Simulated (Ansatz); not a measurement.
This geometry of C$_{2}$H$_{5}$NS (9 atoms, charge 0, multiplicity 1) is a first-order saddle point.

Theory: RKS revPBE/6-31G* in Ansatz 0.2.0.

```xyz
9
Properties=species:S:1:pos:R:3
C -0.323 1.150 -0.913
N -0.721 0.108 -0.279
C 0.301 -0.868 0.076
S 0.328 -1.146 1.924
H 0.732 1.346 -1.199
H -1.067 1.907 -1.203
H 0.028 -1.835 -0.380
H 1.325 -0.589 -0.250
H -0.515 -0.119 2.206
```

(1) Which two structures does it join? (They come from a converged band through this point; their orientation in space is the band's.)

(2) How far does it lie above each of them?

Results:

(1) No bond is made or broken. The dihedral N2–C3–S4–H9 goes from 56 to -66°.

Initial state:

```xyz
9
Properties=species:S:1:pos:R:3
C -0.134 1.229 -1.009
N -0.664 0.326 -0.270
C 0.196 -0.781 0.137
S 0.457 -0.793 1.972
H 0.923 1.222 -1.351
H -0.755 2.078 -1.334
H -0.289 -1.727 -0.159
H 1.220 -0.755 -0.293
H -0.865 -0.845 2.290
```

Final state:

```xyz
9
Properties=species:S:1:pos:R:3
C -0.353 1.147 -0.938
N -0.825 0.077 -0.411
C 0.156 -0.891 0.072
S -0.032 -1.211 1.884
H 0.731 1.371 -1.046
H -1.055 1.905 -1.317
H -0.058 -1.869 -0.393
H 1.210 -0.617 -0.150
H 0.316 0.042 2.281
```

(2) 0.089 eV above the first and 0.075 eV above the second. This is the barrier of this one path; another mechanism may lie lower.

Time of the run: 7.4 min on 1 CPU thread of a shared host.
